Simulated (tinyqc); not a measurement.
MP2 on RHF in the sto-3g basis, frozen core, for CH3+, spin multiplicity 1, step by step (part 2 of 2). Computed by tinyqc, a small Python program that keeps every step (integrals from PySCF). Command: `OMP_NUM_THREADS=1 python tinyqc.py 22198 22199 out.jsonl` (the two numbers bound the seeds that draw the settings). One thread of a shared host (Intel(R) Xeon(R) Processor @ 2.60GHz), about 0.1 s of CPU time with the checks.

Geometry (angstrom):

| atom | x | y | z |
|---|---|---|---|
| C | 0.000000 | 0.000000 | 0.082000 |
| H | 1.127000 | 0.000000 | 0.000000 |
| H | -0.564000 | 0.976000 | 0.000000 |
| H | -0.564000 | -0.976000 | 0.000000 |

## Iteration 7 (converged): orbitals

converged F (hartree):
```
             1C 1s      1C 2s     1C 2px     1C 2py     1C 2pz      2H 1s      3H 1s      4H 1s
1C 1s   -11.581408  -3.098396   0.000000   0.000000  -0.001084  -0.720448  -0.720050  -0.720050
1C 2s    -3.098396  -1.933745   0.000006   0.000000   0.028954  -0.872462  -0.872173  -0.872173
1C 2px    0.000000   0.000006  -0.761420   0.000000   0.000004  -0.610183   0.305242   0.305242
1C 2py    0.000000   0.000000   0.000000  -0.761188   0.000000   0.000000  -0.528252   0.528252
1C 2pz   -0.001084   0.028954   0.000004   0.000000  -0.232881   0.037965   0.037949   0.037949
2H 1s    -0.720448  -0.872462  -0.610183   0.000000   0.037965  -0.777883  -0.244852  -0.244852
3H 1s    -0.720050  -0.872173   0.305242  -0.528252   0.037949  -0.244852  -0.777653  -0.244964
4H 1s    -0.720050  -0.872173   0.305242   0.528252   0.037949  -0.244852  -0.244964  -0.777653
```

X:
```
            1C 1s      1C 2s     1C 2px     1C 2py     1C 2pz      2H 1s      3H 1s      4H 1s
1C 1s    1.028287  -0.164414   0.000004   0.000000   0.002407   0.025179   0.025177   0.025177
1C 2s   -0.164414   1.389101   0.000000   0.000000  -0.025063  -0.319107  -0.318957  -0.318957
1C 2px   0.000004   0.000000   1.175612   0.000000  -0.000001  -0.327520   0.163808   0.163808
1C 2py   0.000000   0.000000   0.000000   1.175364   0.000000   0.000000  -0.283441   0.283441
1C 2pz   0.002407  -0.025063  -0.000001   0.000000   1.001722   0.022000   0.021987   0.021987
2H 1s    0.025179  -0.319107  -0.327520   0.000000   0.022000   1.239964  -0.029007  -0.029007
3H 1s    0.025177  -0.318957   0.163808  -0.283441   0.021987  -0.029007   1.239788  -0.028960
4H 1s    0.025177  -0.318957   0.163808   0.283441   0.021987  -0.029007  -0.028960   1.239788
```

Diagonalise F' = X^T F X, C = X C', fill 4 alpha and 4 beta electrons from the bottom; D = 2 C_occ C_occ^T. Each column has its largest component positive (the first on a tie).

F' = X^T F X (hartree):
```
            1          2          3          4          5          6          7          8
1  -11.343122  -1.590292   0.000018   0.000000   0.000895  -0.095955  -0.095827  -0.095827
2   -1.590292  -0.923920   0.000001   0.000000  -0.006050  -0.429967  -0.429797  -0.429797
3    0.000018   0.000001  -0.433096   0.000000   0.000003  -0.493822   0.247000   0.247000
4    0.000000   0.000000   0.000000  -0.433218   0.000000   0.000000  -0.427479   0.427479
5    0.000895  -0.006050   0.000003   0.000000  -0.230217   0.026752   0.026737   0.026737
6   -0.095955  -0.429967  -0.493822   0.000000   0.026752  -0.274719  -0.054932  -0.054932
7   -0.095827  -0.429797   0.247000  -0.427479   0.026737  -0.054932  -0.274770  -0.054850
8   -0.095827  -0.429797   0.247000   0.427479   0.026737  -0.054932  -0.054850  -0.274770
```

orbital energies (hartree): MO1 -11.587180, MO2 -1.260985, MO3 -0.940647, MO4 -0.940450, MO5 -0.233347, MO6 0.199691, MO7 0.287312, MO8 0.287775

coefficients C:
```
              MO1        MO2        MO3        MO4        MO5        MO6        MO7        MO8
1C 1s    0.993023  -0.233773  -0.000009   0.000000  -0.022742  -0.212253   0.000000  -0.000009
1C 2s    0.031074   0.740517   0.000001   0.000000   0.113509   1.303972   0.000000   0.000158
1C 2px  -0.000001  -0.000011   0.642708   0.000000   0.000005  -0.000110   0.000000   1.062980
1C 2py   0.000000   0.000000   0.000000   0.642766   0.000000   0.000000   1.062548   0.000000
1C 2pz  -0.000522  -0.019260  -0.000005   0.000000   0.993049  -0.137890   0.000000  -0.000020
2H 1s   -0.005930   0.179988   0.415024   0.000000  -0.041558  -0.731124   0.000000  -1.004224
3H 1s   -0.005928   0.179906  -0.207558   0.359507  -0.041542  -0.730923  -0.869457   0.502117
4H 1s   -0.005928   0.179906  -0.207558  -0.359507  -0.041542  -0.730923   0.869457   0.502117
```

D after iteration 7:
```
            1C 1s      1C 2s     1C 2px     1C 2py     1C 2pz      2H 1s      3H 1s      4H 1s
1C 1s    2.081489  -0.284511  -0.000008   0.000000   0.007968  -0.095937  -0.095885  -0.095885
1C 2s   -0.284511   1.098661  -0.000014   0.000000  -0.028557   0.266201   0.266078   0.266078
1C 2px  -0.000008  -0.000014   0.826148   0.000000  -0.000006   0.533475  -0.266802  -0.266802
1C 2py   0.000000   0.000000   0.000000   0.826296   0.000000   0.000000   0.462158  -0.462158
1C 2pz   0.007968  -0.028557  -0.000006   0.000000   0.000742  -0.006931  -0.006922  -0.006922
2H 1s   -0.095937   0.266201   0.533475   0.000000  -0.006931   0.409352  -0.107450  -0.107450
3H 1s   -0.095885   0.266078  -0.266802   0.462158  -0.006922  -0.107450   0.409454  -0.107527
4H 1s   -0.095885   0.266078  -0.266802  -0.462158  -0.006922  -0.107450  -0.107527   0.409454
```

## Convergence

Stop when the energy changes by less than 1e-10 hartree and every element of the error matrix X^T (F D S - S D F) X is below 3e-06.

Course of the cycle:

| iteration | E (hartree) | change | largest element of the error matrix |
|---|---|---|---|
| 1 | -36.90117914 | - | 7.18e-01 |
| 2 | -38.77024413 | -1.87e+00 | 7.44e-02 |
| 3 | -38.77696822 | -6.72e-03 | 7.17e-03 |
| 4 | -38.77704356 | -7.53e-05 | 1.05e-03 |
| 5 | -38.77704524 | -1.68e-06 | 8.07e-05 |
| 6 | -38.77704524 | -4.71e-09 | 1.82e-06 |
| 7 | -38.77704524 | -8.90e-12 | 2.43e-07 |

PySCF RHF in the same basis = -38.77704524 hartree

Converged in 7 iterations.

## Integrals over molecular orbitals

core Hamiltonian H = T + V (hartree):
```
             1C 1s      1C 2s     1C 2px     1C 2py     1C 2pz      2H 1s      3H 1s      4H 1s
1C 1s   -19.166341  -4.626999   0.000004   0.000000   0.003429  -1.066165  -1.065570  -1.065570
1C 2s    -4.626999  -6.089291   0.000058   0.000000   0.035706  -2.487654  -2.486821  -2.486821
1C 2px    0.000004   0.000058  -5.100307   0.000000   0.000000  -2.070801   1.035894   1.035894
1C 2py    0.000000   0.000000   0.000000  -5.100098   0.000000   0.000000  -1.792544   1.792544
1C 2pz    0.003429   0.035706   0.000000   0.000000  -4.925055   0.158826   0.158757   0.158757
2H 1s    -1.066165  -2.487654  -2.070801   0.000000   0.158826  -3.766486  -0.660038  -0.660038
3H 1s    -1.065570  -2.486821   1.035894  -1.792544   0.158757  -0.660038  -3.766011  -0.660384
4H 1s    -1.065570  -2.486821   1.035894   1.792544   0.158757  -0.660038  -0.660384  -3.766011
```

Given earlier and not repeated: Two-electron integrals (ij|kl) in chemists' order.

(pq|rs) = sum C_ip C_jq C_kr C_ls (ij|kl), one index at a time.

one-electron integrals over orbitals h = C^T H C (hartree):
```
            1          2          3          4          5          6          7          8
1  -19.151408   0.371792   0.000017   0.000000   0.039707   0.309596   0.000000   0.000020
2    0.371792  -5.004127  -0.000015   0.000000  -0.034686  -0.844753   0.000000   0.000049
3    0.000017  -0.000015  -4.566994   0.000000   0.000009   0.000179   0.000000  -0.907809
4    0.000000   0.000000   0.000000  -4.566748   0.000000   0.000000  -0.907655   0.000000
5    0.039707  -0.034686   0.000009   0.000000  -4.914725   0.109725   0.000000   0.000006
6    0.309596  -0.844753   0.000179   0.000000   0.109725  -3.588264   0.000000   0.000019
7    0.000000   0.000000   0.000000  -0.907655   0.000000   0.000000  -3.829391   0.000000
8    0.000020   0.000049  -0.907809   0.000000   0.000006   0.000019   0.000000  -3.829428
```

Two-electron integrals over orbitals (pq|rs), unique and non-zero (hartree); the lowest 1 orbital is frozen and left out:
```
(22|22) 0.524156    (32|22) 0.000010    (32|32) 0.119870    (33|22) 0.506183
(33|32) 0.044080    (33|33) 0.542439    (42|42) 0.119830    (43|42) -0.044089
(43|43) 0.041079    (44|22) 0.506158    (44|32) -0.044098   (44|33) 0.460313
(44|44) 0.542429    (52|22) -0.001866   (52|32) -8.70e-07   (52|33) 0.000537
(52|44) 0.000540    (52|52) 0.100081    (53|22) -1.83e-06   (53|32) -0.001297
(53|33) -0.002369   (53|44) 0.002368    (53|52) 2.64e-06    (53|53) 0.024473
(54|42) -0.001293   (54|43) 0.002369    (54|54) 0.024472    (55|22) 0.555017
(55|32) 0.000010    (55|33) 0.510628    (55|44) 0.510615    (55|52) 0.023521
(55|53) -1.20e-06   (55|55) 0.672487    (62|22) 0.082477    (62|32) -0.000010
(62|33) 0.057345    (62|44) 0.057372    (62|52) -0.003800   (62|53) -2.77e-07
(62|55) 0.130094    (62|62) 0.072335    (63|22) -0.000028   (63|32) -0.025857
(63|33) -0.031539   (63|44) 0.031510    (63|52) -4.32e-07   (63|53) 0.003110
(63|55) -0.000027   (63|62) -2.84e-06   (63|63) 0.056573    (64|42) -0.025802
(64|43) 0.031523    (64|54) 0.003109    (64|64) 0.056557    (65|22) -0.013625
(65|32) -8.69e-07   (65|33) -0.007127   (65|44) -0.007128   (65|52) 0.067558
(65|53) -1.19e-06   (65|55) -0.006819   (65|62) -0.015592   (65|63) 5.09e-08
(65|65) 0.053266    (66|22) 0.462978    (66|32) -1.74e-06   (66|33) 0.461217
(66|44) 0.461194    (66|52) -0.016644   (66|53) -1.74e-06   (66|55) 0.469738
(66|62) 0.033321    (66|63) -0.000024   (66|65) -0.015907   (66|66) 0.459451
(72|42) 0.018096    (72|43) 0.019298    (72|54) 0.005204    (72|64) 0.042703
(72|72) 0.048287    (73|42) 0.046933    (73|43) -0.014139   (73|54) -0.002384
(73|64) -0.027902   (73|72) -0.005723   (73|73) 0.036196    (74|22) 0.089767
(74|32) 0.046950    (74|33) 0.082917    (74|44) 0.054671    (74|52) 0.009902
(74|53) -0.002386   (74|55) 0.127955    (74|62) 0.074250    (74|63) -0.027924
(74|65) -0.006006   (74|66) 0.030668    (74|74) 0.119998    (75|42) 0.011728
(75|43) -0.004716   (75|54) 0.018093    (75|64) -0.004931   (75|72) 0.001523
(75|73) 0.005216    (75|75) 0.019480    (76|42) 0.106813    (76|43) -0.050290
(76|54) -0.004733   (76|64) -0.051070   (76|72) -0.008924   (76|73) 0.056159
(76|75) 0.010974    (76|76) 0.124922    (77|22) 0.492394    (77|32) -0.031601
(77|33) 0.455009    (77|44) 0.525729    (77|52) 0.002187    (77|53) 0.003738
(77|55) 0.500100    (77|62) 0.051348    (77|63) 0.042043    (77|65) -0.004280
(77|66) 0.468498    (77|74) 0.042879    (77|77) 0.539194    (82|22) -0.000011
(82|32) 0.018086    (82|33) -0.019293   (82|44) 0.019279    (82|52) 4.12e-07
(82|53) 0.005205    (82|55) -3.00e-06   (82|62) 0.000007    (82|63) 0.042699
(82|65) -1.93e-06   (82|66) -0.000019   (82|74) -0.005719   (82|77) 0.029614
(82|82) 0.048284    (83|22) 0.089773    (83|32) -0.046909   (83|33) 0.054702
(83|44) 0.082935    (83|52) 0.009905    (83|53) 0.002384    (83|55) 0.127967
(83|62) 0.074260    (83|63) 0.027888    (83|65) -0.006006   (83|66) 0.030674
(83|74) 0.050982    (83|77) 0.077624    (83|82) 0.005726    (83|83) 0.119970
(84|42) 0.046914    (84|43) -0.014129   (84|54) -0.002384   (84|64) -0.027893
(84|72) -0.005721   (84|73) 0.032827    (84|75) 0.005214    (84|76) 0.056142
(84|84) 0.036179    (85|22) 4.56e-07    (85|32) 0.011734    (85|33) 0.004715
(85|44) -0.004717   (85|52) 3.61e-06    (85|53) 0.018095    (85|55) 4.03e-07
(85|62) -2.45e-06   (85|63) -0.004936   (85|65) 1.34e-06    (85|66) -3.10e-07
(85|74) 0.005217    (85|77) -0.003882   (85|82) 0.001523    (85|83) -0.005215
(85|85) 0.019484    (86|22) 0.000012    (86|32) 0.106847    (86|33) 0.050269
(86|44) -0.050285   (86|52) -2.95e-06   (86|53) -0.004737   (86|55) 0.000005
(86|62) -0.000017   (86|63) -0.051112   (86|65) -4.13e-07   (86|66) 0.000007
(86|74) 0.056165    (86|77) -0.050638   (86|82) -0.008929   (86|83) -0.056135
(86|85) 0.010979    (86|86) 0.124950    (87|42) -0.031583   (87|43) 0.035378
(87|54) 0.003738    (87|64) 0.042051    (87|72) 0.029628    (87|73) -0.017373
(87|75) -0.003880   (87|76) -0.050631   (87|84) -0.017364   (87|87) 0.042644
(88|22) 0.492442    (88|32) 0.031593    (88|33) 0.525761    (88|44) 0.455021
(88|52) 0.002189    (88|53) -0.003739   (88|55) 0.500153    (88|62) 0.051352
(88|63) -0.042066   (88|65) -0.004279   (88|66) 0.468536    (88|74) 0.077635
(88|77) 0.453954    (88|82) -0.029625   (88|83) 0.042939    (88|85) 0.003881
(88|86) 0.050627    (88|88) 0.539250
```

## Second-order Moller-Plesset energy

Hartree-Fock energy = -38.77704524 hartree

E2 = sum_ijab (ia|jb) [2 (ia|jb) - (ib|ja)] / (e_i + e_j - e_a - e_b) over occupied i, j and virtual a, b; the opposite-spin part is (ia|jb)^2 / denominator, the rest is same-spin, and SCS-MP2 scales them by 6/5 and 1/3.

Terms (the 40 largest of 74):

| i | j | a | b | (ia\|jb) | (ib\|ja) | denominator | term |
|---|---|---|---|---|---|---|---|
| 4 | 4 | 7 | 7 | 0.119998 | 0.119998 | -2.455525 | -0.005864 |
| 3 | 3 | 8 | 8 | 0.119970 | 0.119970 | -2.456842 | -0.005858 |
| 2 | 2 | 5 | 5 | 0.100081 | 0.100081 | -2.055275 | -0.004873 |
| 2 | 3 | 6 | 8 | 0.074260 | 0.042699 | -2.689097 | -0.002922 |
| 3 | 2 | 8 | 6 | 0.074260 | 0.042699 | -2.689097 | -0.002922 |
| 2 | 4 | 6 | 7 | 0.074250 | 0.042703 | -2.688438 | -0.002922 |
| 4 | 2 | 7 | 6 | 0.074250 | 0.042703 | -2.688438 | -0.002922 |
| 2 | 2 | 6 | 6 | 0.072335 | 0.072335 | -2.921351 | -0.001791 |
| 3 | 4 | 8 | 7 | 0.050982 | 0.032827 | -2.456183 | -0.001435 |
| 4 | 3 | 7 | 8 | 0.050982 | 0.032827 | -2.456183 | -0.001435 |
| 3 | 3 | 6 | 6 | 0.056573 | 0.056573 | -2.280675 | -0.001403 |
| 4 | 4 | 6 | 6 | 0.056557 | 0.056557 | -2.280282 | -0.001403 |
| 2 | 2 | 7 | 7 | 0.048287 | 0.048287 | -3.096594 | -0.000753 |
| 2 | 2 | 8 | 8 | 0.048284 | 0.048284 | -3.097519 | -0.000753 |
| 3 | 3 | 7 | 7 | 0.036196 | 0.036196 | -2.455918 | -0.000533 |
| 4 | 4 | 8 | 8 | 0.036179 | 0.036179 | -2.456449 | -0.000533 |
| 4 | 4 | 5 | 5 | 0.024472 | 0.024472 | -1.414206 | -0.000423 |
| 3 | 3 | 5 | 5 | 0.024473 | 0.024473 | -1.414599 | -0.000423 |
| 3 | 4 | 6 | 7 | -0.027924 | -0.027902 | -2.368100 | -0.000330 |
| 4 | 3 | 7 | 6 | -0.027924 | -0.027902 | -2.368100 | -0.000330 |
| 4 | 3 | 6 | 7 | -0.027902 | -0.027924 | -2.368100 | -0.000329 |
| 3 | 4 | 7 | 6 | -0.027902 | -0.027924 | -2.368100 | -0.000329 |
| 4 | 4 | 6 | 8 | -0.027893 | -0.027893 | -2.368366 | -0.000328 |
| 4 | 4 | 8 | 6 | -0.027893 | -0.027893 | -2.368366 | -0.000328 |
| 3 | 3 | 6 | 8 | 0.027888 | 0.027888 | -2.368759 | -0.000328 |
| 3 | 3 | 8 | 6 | 0.027888 | 0.027888 | -2.368759 | -0.000328 |
| 4 | 3 | 8 | 7 | 0.032827 | 0.050982 | -2.456183 | -0.000196 |
| 3 | 4 | 7 | 8 | 0.032827 | 0.050982 | -2.456183 | -0.000196 |
| 4 | 2 | 6 | 7 | 0.042703 | 0.074250 | -2.688438 | -0.000177 |
| 2 | 4 | 7 | 6 | 0.042703 | 0.074250 | -2.688438 | -0.000177 |
| 3 | 2 | 6 | 8 | 0.042699 | 0.074260 | -2.689097 | -0.000177 |
| 2 | 3 | 8 | 6 | 0.042699 | 0.074260 | -2.689097 | -0.000177 |
| 2 | 3 | 5 | 8 | 0.009905 | 0.005205 | -2.256059 | -0.000064 |
| 3 | 2 | 8 | 5 | 0.009905 | 0.005205 | -2.256059 | -0.000064 |
| 2 | 4 | 5 | 7 | 0.009902 | 0.005204 | -2.255400 | -0.000064 |
| 4 | 2 | 7 | 5 | 0.009902 | 0.005204 | -2.255400 | -0.000064 |
| 3 | 2 | 8 | 8 | 0.005726 | 0.005726 | -2.777181 | -0.000012 |
| 2 | 3 | 8 | 8 | 0.005726 | 0.005726 | -2.777181 | -0.000012 |
| 3 | 2 | 7 | 7 | -0.005723 | -0.005723 | -2.776256 | -0.000012 |
| 2 | 3 | 7 | 7 | -0.005723 | -0.005723 | -2.776256 | -0.000012 |

Pair energies (hartree; pair i-j sums ij and ji):

| pair | opposite spin | same spin |
|---|---|---|
| 2-2 | -0.008182 | 0 |
| 3-2 | -0.005616 | -0.000760 |
| 3-3 | -0.008891 | 0 |
| 4-2 | -0.005616 | -0.000760 |
| 4-3 | -0.004322 | -0.000268 |
| 4-4 | -0.008897 | 0 |

MP2 correlation energy = -0.04331185 hartree

SCS-MP2 correlation energy = -0.05042398 hartree

MP2 total energy = -38.82035709 hartree
